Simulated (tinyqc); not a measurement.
Pariser-Parr-Pople SCF with singles CI, for the molecule NC=CC=O (SMILES; centres numbered as the heavy atoms are written), step by step. One step of it, computed by the program tinyqc.

Question. PPP integrals. Ohno: gamma = 14.399645/sqrt(R^2 + a^2), a = 2 x 14.399645/(gamma_rr + gamma_ss); H_rr = -W_r - sum_(s != r) z_s gamma_rs; H_rs = beta for bonds.

Centres (angstrom, eV; a flat drawing with bonds scaled to 1.40 angstrom):
```
centre          x          y  core charge z          W   gamma_rr
1N      -2.425000   0.280000              2  25.600000  16.800000
2C      -1.212000  -0.420000              1  11.160000  11.130000
3C       0.000000   0.280000              1  11.160000  11.130000
4C       1.212000  -0.420000              1  11.160000  11.130000
5O       2.425000   0.280000              1  17.700000  15.200000
```

Resonance integrals (eV):
```
i  j       beta
1  2  -2.460000
2  3  -2.620000
3  4  -2.620000
4  5  -2.750000
```

Give: repulsion gamma_rs; core matrix H.

Answer.

repulsion gamma_rs (eV):
```
         1N       2C       3C       4C       5O
1N  16.8000   8.2798   5.4645   3.7454   2.9192
2C   8.2798  11.1300   7.5550   5.2407   3.7287
3C   5.4645   7.5550  11.1300   7.5550   5.4129
4C   3.7454   5.2407   7.5550  11.1300   8.1033
5O   2.9192   3.7287   5.4129   8.1033  15.2000
```

core matrix H (eV):
```
          1N        2C        3C        4C        5O
1N  -46.0089   -2.4600    0.0000    0.0000    0.0000
2C   -2.4600  -44.2439   -2.6200    0.0000    0.0000
3C    0.0000   -2.6200  -42.6118   -2.6200    0.0000
4C    0.0000    0.0000   -2.6200  -39.5498   -2.7500
5O    0.0000    0.0000    0.0000   -2.7500  -40.7832
```
